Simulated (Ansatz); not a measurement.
# Al₂F (quartet): wave-function methods side by side at a displaced geometry (v2), cc-pVDZ

One table from this session's results is given with a row withheld; the runs are named, their logs left out.

Program: Ansatz 0.2.0, Gaussian basis. Level of theory: cc-pVDZ, core rule «outside noble gas», up to 11 orbitals frozen. These are calculated values, not measurements.

To be run: UHF; CCSD(T) on ROHF; CCSD(T) on UHF; BCCD(T) on ROHF; CISD; CCSDT(Q) on ROHF; CCSDT(Q) on UHF.

32 further runs of the same task are left out: 11 for a known fault of the program, 9 that didn't finish, 12 set aside as unsound or not needed.

### The geometry

The geometry is a PBE0/def2-TZVP stationary point (not a proven minimum) with its atoms shifted at random (size 0.100 Å).

3 atoms, charge 0, spin multiplicity 4.

Atoms are counted from 1 here; the program's logs count them from 0.

Bond lengths: Al1–Al2 2.332 Å, Al2–F3 1.657 Å. Angles: Al1–Al2–F3 173.2°.

Set-up of the first run:

in.yaml reads:

```yaml
crystal:
  periodic: [false, false, false]
  atoms:
    - {symbol: Al, position_ang: [0.084376, 0.005225, 2.102798]}
    - {symbol: Al, position_ang: [-0.080498, 0.013599, -0.223809]}
    - {symbol: F, position_ang: [-0.003878, -0.018825, -1.878989]}
basis:
  gaussian: {orbitals: cc-pVDZ}
magnetization: {spin_polarized: true, initial_magnetization: 3}
hamiltonian: {xc: hf}
output: {orbitals: {seedname: orbitals}}
```

Command:

```console
$ ansatz run in.yaml --threads 1 --pin off --events-out ev --progress --plain --max-ram 2393MiB
```

Among the steps run: UHF; CCSD(T) on ROHF; CCSD(T) on UHF; BCCD(T) on ROHF; CISD; CCSDT(Q) on ROHF; CCSDT(Q) on UHF.

One of the session's tables, all rows but one given; the rest of the session is left out.

| method | from UCCSDT(Q) (kcal/mol) |
| --- | --- |
| ROHF | +184.13 |
| UHF | ? |
| RMP2 | +16.97 |
| UMP2 | +17.19 |
| CISD | +20.77 |
| RCCSD | +5.99 |
| UCCSD | +5.97 |
| RCCSD(T) | +1.35 |
| UCCSD(T) | +1.35 |
| BCCD(T) | +1.27 |
| RCCSDT | +0.52 |
| UCCSDT | +0.51 |
| RCCSDT(Q) | +0.07 |
| UCCSDT(Q) | 0 |

Q: Estimate the row for UHF from the others.

As computed: from UCCSDT(Q) (kcal/mol): +182.83. In the column «from UCCSDT(Q) (kcal/mol)» it lies between CISD (+20.77) and ROHF (+184.13).

To keep in mind: Restricted and unrestricted rows rest on different reference determinants; where their highest levels disagree by more than a few hundredths of an eV, they describe different states and don't form one ladder.
